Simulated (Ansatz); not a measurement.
# C4H5: the cost of one run

Method: RKS CAM-B3LYP-D4/STO-3G, in Ansatz 0.2.0.

## (1) The starting structure

Bond lengths: C1–C2 1.341 Å, C2–C3 1.255 Å, C3–C4 1.488 Å, C1–H5 1.090 Å, C1–H6 1.091 Å, C4–H7 1.111 Å, C4–H8 1.100 Å, C4–H9 1.101 Å. Angles: C1–C2–C3 164.8°, C2–C1–H5 122.3°, C2–C1–H6 122.2°, H5–C1–H6 115.5°, C2–C3–C4 135.7°, C3–C4–H7 115.5°, C3–C4–H8 110.3°, C3–C4–H9 110.6°, H7–C4–H8 106.7°, H7–C4–H9 106.7°, H8–C4–H9 106.7°.

Coordinates:

```xyz
9

C    -0.0930    1.8925   -1.0136
C    -0.1553    0.7048   -0.3933
C    -0.5393   -0.3702    0.1284
C     0.1179   -1.5132    0.8175
H     0.0154    1.9798   -2.0950
H    -0.1952    2.8354   -0.4750
H     1.2072   -1.3969    1.0043
H    -0.0053   -2.4357    0.2306
H    -0.3523   -1.6966    1.7962
```

## (2) Relaxing end A

File input.yaml:

```yaml
crystal:
  periodic: [false, false, false]
  atoms:
    - { symbol: C, position_ang: [-0.09302, 1.89255, -1.01363] }
    - { symbol: C, position_ang: [-0.15527, 0.70479, -0.39335] }
    - { symbol: C, position_ang: [-0.53935, -0.37017, 0.12842] }
    - { symbol: C, position_ang: [0.11786, -1.5132, 0.81751] }
    - { symbol: H, position_ang: [0.01538, 1.97982, -2.09503] }
    - { symbol: H, position_ang: [-0.19523, 2.83545, -0.47497] }
    - { symbol: H, position_ang: [1.20717, -1.39692, 1.00425] }
    - { symbol: H, position_ang: [-0.00525, -2.43572, 0.23058] }
    - { symbol: H, position_ang: [-0.35227, -1.6966, 1.79622] }
total_charge: -1
basis:
  gaussian: { orbitals: STO-3G }
hamiltonian:
  xc: cam_b3lyp
  dispersion: d4
relax:
  f_tol: 0.02
  max_steps: 50
```

Launch:

```console
$ ansatz run input.yaml --threads 1 --pin off --max-ram 2048MiB --backend cpu --events-out ev --progress --plain --runs-dir out
```

Q: Estimate wall time and peak memory on 1 thread of AMD EPYC 9R45 (Zen 5), shared host.

About 7.5 s, with a peak of 0.11 GiB.
